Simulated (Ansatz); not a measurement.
Species: SiO, charge 1, doublet. SiO+ (parent SMILES [O+]#[Si-], doublet).
B3LYP-D3(BJ)/def2-TZVP minimum from Ansatz (an electronic-structure program):
```
Si
O 1 1.5229
```
Charge +1, spin multiplicity 2.

Total energies in cc-pV(Q+d)Z, 9 correlated electrons, 6 frozen orbitals. Open shells are spin-unrestricted; no spin-orbit coupling. Cores are frozen in correlated methods. No relativity. The UHF reference of OSi+ (parent SMILES [O+]#[Si-], doublet) is spin-contaminated (<S^2> up to 0.05 over the pure value in the sets run). The determinant of OSi+ (parent SMILES [O+]#[Si-], doublet) is a saddle point of the SCF energy; a lower one exists, which strains HF and MP2.

```
method    program  energy (Eh)  minus CCSDT(Q) (mEh)
--------  -------  -----------  --------------------
HF         Ansatz   -363.47058                340.03
MP2        Ansatz   -363.76441                 46.21
CCSD       Ansatz   -363.78945                 21.17
CCSD(T)    Ansatz   -363.80607                  4.55
CCSDT(Q)   Ansatz   -363.81062                  0.00
```

Rough core times of Ansatz's runs on a shared machine: CCSD(T) 70 s, CCSDT(Q) 10 min.
